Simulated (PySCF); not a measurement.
Simulated C 1s region for `C1CC=1C=C`, binding energy against the vacuum level.

Every computed line was given a Gaussian of 0.5 eV full width at half maximum and an area set by the number of equivalent atoms; the highest printed point is 100. Computed, not measured: delta-SCF UKS SCAN, pcX-2 on the ionised atom, pcseg-1 elsewhere, spin-free X2C (PySCF 2.14.0).

binding energy (eV), intensity and a bar:
```
    289.4          0 
    289.5          1 
    289.6          3 #
    289.7         10 ###
    289.8         21 ######
    289.9         39 ############
    290.0         57 #################
    290.1         69 #####################
    290.2         69 #####################
    290.3         61 ##################
    290.4         57 #################
    290.5         63 ###################
    290.6         80 ########################
    290.7         97 #############################
    290.8        100 ##############################
    290.9         86 ##########################
    291.0         61 ##################
    291.1         36 ###########
    291.2         17 #####
    291.3          7 ##
    291.4          2 #
    291.5          1 
    291.6          0
```

How many maxima does the curve show, and how many computed lines lie under it?

The curve has 2 maxima (at 290.1 and 290.8 eV). Under it lie 5 lines from 5 inequivalent carbon sites. At this width some lines have no maximum of their own.

Decompose the envelope and assign each component. Numbering: `[CH2:1]=[CH:2][C:3]1=[CH:4][CH2:5]1`.

```
position (eV)  relative area  line  atoms                      environment
       290.08              1  C 1s     C1             terminal =CH2 carbon
       290.18              1  C 1s     C4                 alkene CH carbon
       290.72              1  C 1s     C3  fully substituted alkene carbon
       290.73              1  C 1s     C5                   allylic carbon
       290.88              1  C 1s     C2                 alkene CH carbon
```

What are the centre and the root-mean-square width of the whole band?

The area-weighted mean of the lines is 290.52 eV. Their own spread about it is 0.32 eV (rms) and each Gaussian has σ = 0.5/2.355 = 0.21 eV; the variances add, which gives 0.39 eV.

The listed C 1s values span 0.80 eV, from C1 (bonded to C (double bond) and 2 H) to C2 (bonded to C (double bond), C and H). Summing the Pauling electronegativity differences to the bonded atoms, each weighted by its formal bond order, gives -0.70 for the lowest site and -0.35 for the highest; the largest sum, 0.00, belongs to C3, 0.16 eV below the top. The values 290.72 and 290.73 eV lie too close for their order to be trusted.

Shake-up satellites, vibrational structure and lifetime widths aren't simulated. Spin contamination (⟨S²⟩ against 0.75 for a pure doublet) is marked for C 1s of C2 (0.97) and C 1s of C3 (0.94), which makes these values less certain. The structure is a single PBE0-D3(BJ)/def2-SVP conformer in the gas phase; no vibrational or solvent corrections.

Time: 85 s. Hardware: an x86-64 server with one thread, on a shared host.

Conformer computed: `[CH2:1]=[CH:2][C:3]1=[CH:4][CH2:5]1`: C1–C2–C3–C4 180°.
